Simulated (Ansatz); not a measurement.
A run for Ansatz (an electronic-structure program): U-PBE/def2-TZVPP on CH3S (SMILES C[S]), 2S+1 = 2, atoms moved off the minimum.

Ansatz 0.2 input:
```yaml
crystal:
  periodic: [false, false, false]
  atoms:
    - {symbol: C, position_ang: [-1.12626213, 0.06924697, 0.16258708]}
    - {symbol: S, position_ang: [0.69292360, -0.00539103, 0.03991676]}
    - {symbol: H, position_ang: [-1.60718819, -0.45227801, -0.81354529]}
    - {symbol: H, position_ang: [-1.44297220, -0.33495064, 0.93455488]}
    - {symbol: H, position_ang: [-1.52595606, 1.08952168, -0.19176669]}
basis:
  gaussian:
    orbitals: def2-TZVPP
hamiltonian:
  xc: {name: PBE}
magnetization: {spin_polarized: true, initial_magnetization: 1}
output: {forces: true}
```

The log:

```
WARN ansatz: RAYON_NUM_THREADS=1 ignored (pool sized by the plan → 1); use --threads N
Functional definition: PBE
integrals: 0.03 GiB planned
641 factors; their error is unknown
mean field: 0.32 GiB planned
mean field evaluation 1: about -11905.9422 eV, gradient 4.1e1 eV
mean field evaluation 2: about -11884.5849 eV, gradient 6.6e1 eV
mean field evaluation 4: about -11913.5622 eV, gradient 4.5e0 eV
mean field evaluation 8: about -11913.6495 eV, gradient 2.3e-1 eV
mean field evaluation 16: about -11913.6497 eV, gradient 5.2e-5 eV
mean field evaluation 32: about -11913.6313 eV, gradient 1.5e0 eV
mean field -11913.64965437 eV, -437.8185494363 hartree, gradient 7.5e-6 eV, S^2 0.753626; 3 other end points of the search recorded, 0 dependent functions left out
the calculation of the forces begins
reference -11913.64968332 eV, -437.8185505002 hartree; 13, 12 occupied and 102, 103 virtual orbitals, 641 factors
Total energy: -11913.64968332 eV, -437.8185505002 hartree
Atom 0 at    -1.126262     0.069247     0.162587 Å, force     2.470386     3.897905   -10.582010 eV/Å
Atom 1 at     0.692924    -0.005391     0.039917 Å, force    -0.897207     0.078137    -0.037877 eV/Å
Atom 2 at    -1.607188    -0.452278    -0.813545 Å, force     1.177632     0.292294     1.833056 eV/Å
Atom 3 at    -1.442972    -0.334951     0.934555 Å, force    -3.353100    -3.434248     7.485084 eV/Å
Atom 4 at    -1.525956     1.089522    -0.191767 Å, force     0.602289    -0.834089     1.301748 eV/Å
Dipole moment:    -0.390847     0.020656    -0.024288 e Å
```

Self-consistency was reached.

Cost: very roughly 5 core-seconds.
